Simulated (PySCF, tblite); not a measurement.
Isomers of C4H5Cl2 (doublet state). Calculated harmonic vibrations of the isolated species, GFN2-xTB (tblite), most abundant isotopes, no scaling. Against measured fundamentals such values can be off by several per cent, at times by over 20. One conformer each. Open shells enter through the occupations alone, without spin polarisation, and single modes of such species can be off by tens of per cent.

Electronic energies: B3LYP/pcH-1 single points on the GFN2-xTB geometries (PySCF, gas phase).

| SMILES | electronic energy, lowest = 0 (kcal/mol) |
| --- | --- |
| [CH2]C(=C)C(Cl)Cl | 9.2 |
| ClC/[C]=C\CCl | 25.1 |
| C/C(=[C]/Cl)CCl | 25.4 |
| C/C([CH]Cl)=C\Cl | 0.0 |
| [CH2]/C(=C\Cl)CCl | 3.5 |

How do GFN2-xTB zero-point energies change the relative energies?

| SMILES | ZPE (kcal/mol) | of it from modes above 1550 cm⁻¹ | electronic (kcal/mol) | with ZPE, lowest = 0 (kcal/mol) | lowest mode (cm⁻¹) | rings |
| --- | --- | --- | --- | --- | --- | --- |
| C/C([CH]Cl)=C\Cl | 47.1 | 21.9 | 0.0 | 0.0 | 103 | 0 |
| [CH2]/C(=C\Cl)CCl | 47.0 | 22.0 | 3.5 | 3.4 | 34 | 0 |
| [CH2]C(=C)C(Cl)Cl | 46.3 | 22.2 | 9.2 | 8.4 | 38 | 0 |
| ClC/[C]=C\CCl | 46.5 | 24.1 | 25.1 | 24.5 | 38 | 0 |
| C/C(=[C]/Cl)CCl | 47.6 | 24.0 | 25.4 | 25.8 | 43 | 0 |

The zero-point energies span 1.3 kcal/mol, from `[CH2]C(=C)C(Cl)Cl` to `C/C(=[C]/Cl)CCl`. The order is unchanged.

And how do the electronic energies of GFN2-xTB itself compare?

`C/C([CH]Cl)=C\Cl` 0.0; `[CH2]/C(=C\Cl)CCl` 9.1; `[CH2]C(=C)C(Cl)Cl` 16.8; `ClC/[C]=C\CCl` 31.6; `C/C(=[C]/Cl)CCl` 25.1 kcal/mol, lowest = 0. Against the energies above, taken from the same isomer `C/C([CH]Cl)=C\Cl`, the largest difference is 7.6 kcal/mol.

What do entropy and thermal enthalpy add at 298.15 K and 1 bar (rigid rotor, harmonic oscillator, one conformer each)?

```tsv
SMILES	point group	symmetry number	S (cal/(mol K))	H − H(0) (kcal/mol)	ZPE + H − H(0) − TS (kcal/mol)
C/C([CH]Cl)=C\Cl	Cs	1	87.4	5.22	26.3
[CH2]/C(=C\Cl)CCl	C1	1	88.0	5.07	25.8
[CH2]C(=C)C(Cl)Cl	Cs	1	86.8	5.08	25.5
ClC/[C]=C\CCl	C1	1	91.0	5.36	24.7
C/C(=[C]/Cl)CCl	C1	1	89.2	5.27	26.3
```

S holds R ln(2S + 1) for the spin.
